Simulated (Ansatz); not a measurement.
A nudged elastic band was laid between two geometries of CH5B + FH (9 atoms, charge 0, multiplicity 1).

Method: RKS B3LYP-D4/def2-SVP (Ansatz).

- movable images: 5
- climbing image: yes
- spring: 5.0 eV/Å²
- optimiser: quadratic models (default)
- start path: through a guess of the saddle point
- force threshold: 0.2 eV/Å
- iteration limit: 60
- end points: relaxed

Initial state:

```xyz
9
Properties=species:S:1:pos:R:3
B 0.019 0.059 0.285
C 0.047 0.237 1.850
H -0.886 -0.042 2.372
H 0.908 -0.232 2.356
H 0.158 1.327 2.017
H 1.057 0.043 -0.332
H -1.007 0.260 -0.320
F -0.211 -2.088 0.318
H -0.440 -2.180 1.215
```

Final state:

```xyz
9
Properties=species:S:1:pos:R:3
B -0.054 -0.438 -0.736
C -0.024 -0.135 2.540
H -0.936 0.069 3.118
H 0.840 -0.185 3.218
H 0.134 0.677 1.815
H 1.067 0.003 -0.805
H -1.055 0.235 -0.783
F -0.196 -1.747 -0.624
H -0.132 -1.096 2.017
```

Task: What changes between the two ends?

Result: Bonds broken: B1–C2, F8–H9. Bonds formed: B1–F8, C2–H9. CH5B + FH becomes BFH2 + CH4.

Task: What energy profile does the band end with?

Result: The forces met the threshold. The highest image is number 2 of 0 to 6, 14.1 kcal/mol above the first end and 50.7 kcal/mol above the last; the last end lies 36.6 kcal/mol below the first. The threshold of 0.2 eV/Å is loose, so the images may lie well off the minimum-energy path. Neighbouring images differ by up to 1.3 eV, so the band resolves the path poorly. The order of the stationary point at the top wasn't checked. The orbitals stay closed-shell, which can raise the energy where a bond breaks towards radicals; this wasn't checked here.

```json
{"image": "0", "path coordinate (Å)": "0.00", "energy (kcal/mol)": "0.0", "B1–C2 (Å)": "1.58", "F8–H9 (Å)": "0.93", "B1–F8 (Å)": "2.16"}
{"image": "1", "path coordinate (Å)": "0.68", "energy (kcal/mol)": "1.6", "B1–C2 (Å)": "1.59", "F8–H9 (Å)": "0.94", "B1–F8 (Å)": "2.01"}
{"image": "2", "path coordinate (Å)": "1.36", "energy (kcal/mol)": "14.1", "B1–C2 (Å)": "1.74", "F8–H9 (Å)": "1.14", "B1–F8 (Å)": "1.65"}
{"image": "3", "path coordinate (Å)": "1.96", "energy (kcal/mol)": "-15.4", "B1–C2 (Å)": "2.12", "F8–H9 (Å)": "1.66", "B1–F8 (Å)": "1.40"}
{"image": "4", "path coordinate (Å)": "2.57", "energy (kcal/mol)": "-32.1", "B1–C2 (Å)": "2.59", "F8–H9 (Å)": "2.09", "B1–F8 (Å)": "1.33"}
{"image": "5", "path coordinate (Å)": "3.18", "energy (kcal/mol)": "-36.1", "B1–C2 (Å)": "2.99", "F8–H9 (Å)": "2.48", "B1–F8 (Å)": "1.32"}
{"image": "6", "path coordinate (Å)": "3.79", "energy (kcal/mol)": "-36.6", "B1–C2 (Å)": "3.29", "F8–H9 (Å)": "2.72", "B1–F8 (Å)": "1.32"}
```

Task: What is the geometry of the highest image?

Result: 
```xyz
9
Properties=species:S:1:pos:R:3
B -0.049 -0.229 0.180
C -0.035 -0.016 1.904
H -1.011 -0.042 2.410
H 0.740 -0.462 2.555
H 0.268 1.038 1.798
H 1.020 0.034 -0.306
H -1.078 0.197 -0.273
F -0.151 -1.872 0.265
H -0.060 -1.265 1.228
```

Time of the run: 85 s on 1 thread of Arm Neoverse V2, on a shared host, peak memory 0.13 GiB.
